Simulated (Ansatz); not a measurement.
Basis-set extrapolation for `N=CCS` (PBE0-D4/def2-TZVP geometry, frozen core, Ansatz). Multiplicity 1, RHF reference.

```csv
,def2-TZVPP,def2-QZVPP
HF,-530.668650,-530.686222
MP2 correlation,-0.711932,-0.763001
CCSD(T) correlation,-0.785265,not run
```

Energies in hartree. Use E(X) = E(∞) + A·exp(−7.88·√X) for Hartree–Fock and E(X) = E(∞) + B·X^(−2.97) for correlation, with X = 3 and 4, and add CCSD(T) minus MP2 of the smaller set to the MP2 limit.

Q: What is the CCSD(T) energy at the basis-set limit?

A: HF limit: -530.686222 + (-0.017572) × 0.13774 = -530.68864. MP2 limit: -0.763001 + (-0.051069) × 0.74074 = -0.80083. Higher-order term: -0.785265 − (-0.711932) = -0.07333. Total: -531.56280 hartree, 68.3 kcal/mol below CCSD(T)/def2-TZVPP.
